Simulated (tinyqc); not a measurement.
Inside a calculation. Method: ROHF in the sto-6g basis, for OH+, spin multiplicity 3. This run ends on a higher stationary point, not on the lowest solution. One step of it, computed by the program tinyqc.

Question. Iteration 12 (converged): orbitals. Diagonalise F' = X^T F X, C = X C', fill 5 alpha and 3 beta electrons from the bottom; D(s) = C_occ C_occ^T. Each column has its largest component positive (the first on a tie).

converged F (hartree), order 1O 1s, 1O 2s, 1O 2px, 1O 2py, 1O 2pz, 2H 1s:
```
[[-21.047687, -5.075181, 0.000000, 0.000000, -0.004827, -0.163776],
 [-5.075181, -2.663915, 0.000000, 0.000000, -0.066496, -0.268403],
 [0.000000, 0.000000, -0.525428, 0.094624, 0.000000, 0.000000],
 [0.000000, 0.000000, 0.094624, -0.785547, 0.000000, 0.000000],
 [-0.004827, -0.066496, 0.000000, 0.000000, -0.514082, -0.161921],
 [-0.163776, -0.268403, 0.000000, 0.000000, -0.161921, -0.411619]]
```

X, order 1O 1s, 1O 2s, 1O 2px, 1O 2py, 1O 2pz, 2H 1s:
```
[[1.020942, -0.120229, 0.000000, 0.000000, -0.000627, 0.006248],
 [-0.120229, 1.025706, 0.000000, 0.000000, 0.004871, -0.057007],
 [0.000000, 0.000000, 1.000000, 0.000000, 0.000000, 0.000000],
 [0.000000, 0.000000, 0.000000, 1.000000, 0.000000, 0.000000],
 [-0.000627, 0.004871, 0.000000, 0.000000, 1.004889, -0.057468],
 [0.006248, -0.057007, 0.000000, 0.000000, -0.057468, 1.009572]]
```

Give: F' = X^T F X; orbital energies; coefficients C; D(alpha) after iteration 12; D(beta) after iteration 12.

Answer.

F' = X^T F X (hartree):
```
[[-20.7328, -2.4697, 0.0000, 0.0000, -0.0003, 0.0079],
 [-2.4697, -1.8279, 0.0000, 0.0000, -0.0564, -0.1282],
 [0.0000, 0.0000, -0.5254, 0.0946, 0.0000, 0.0000],
 [0.0000, 0.0000, 0.0946, -0.7855, 0.0000, 0.0000],
 [-0.0003, -0.0564, 0.0000, 0.0000, -0.5023, -0.1090],
 [0.0079, -0.1282, 0.0000, 0.0000, -0.1090, -0.3799]]
```

orbital energies (hartree): [-21.0501, -1.5294, -0.8163, -0.5532, -0.4946, -0.3102]

coefficients C, order 1O 1s, 1O 2s, 1O 2px, 1O 2py, 1O 2pz, 2H 1s:
```
[[0.9973, -0.2465, 0.0000, 0.0302, 0.0000, 0.0234],
 [0.0114, 1.0170, 0.0000, -0.1398, 0.0000, -0.1260],
 [0.0000, 0.0000, -0.3093, 0.0000, 0.9510, 0.0000],
 [0.0000, 0.0000, 0.9510, 0.0000, 0.3093, 0.0000],
 [0.0003, 0.0648, 0.0000, 0.8536, 0.0000, -0.5294],
 [-0.0007, 0.0572, 0.0000, 0.4280, 0.0000, 0.9162]]
```

D(alpha) after iteration 12, order 1O 1s, 1O 2s, 1O 2px, 1O 2py, 1O 2pz, 2H 1s:
```
[[1.0563, -0.2435, 0.0000, 0.0000, 0.0102, -0.0018],
 [-0.2435, 1.0539, 0.0000, 0.0000, -0.0535, -0.0016],
 [0.0000, 0.0000, 1.0000, 0.0000, 0.0000, 0.0000],
 [0.0000, 0.0000, 0.0000, 1.0000, 0.0000, 0.0000],
 [0.0102, -0.0535, 0.0000, 0.0000, 0.7328, 0.3690],
 [-0.0018, -0.0016, 0.0000, 0.0000, 0.3690, 0.1864]]
```

D(beta) after iteration 12, order 1O 1s, 1O 2s, 1O 2px, 1O 2py, 1O 2pz, 2H 1s:
```
[[1.0554, -0.2393, 0.0000, 0.0000, -0.0156, -0.0148],
 [-0.2393, 1.0344, 0.0000, 0.0000, 0.0659, 0.0582],
 [0.0000, 0.0000, 0.0957, -0.2942, 0.0000, 0.0000],
 [0.0000, 0.0000, -0.2942, 0.9043, 0.0000, 0.0000],
 [-0.0156, 0.0659, 0.0000, 0.0000, 0.0042, 0.0037],
 [-0.0148, 0.0582, 0.0000, 0.0000, 0.0037, 0.0033]]
```
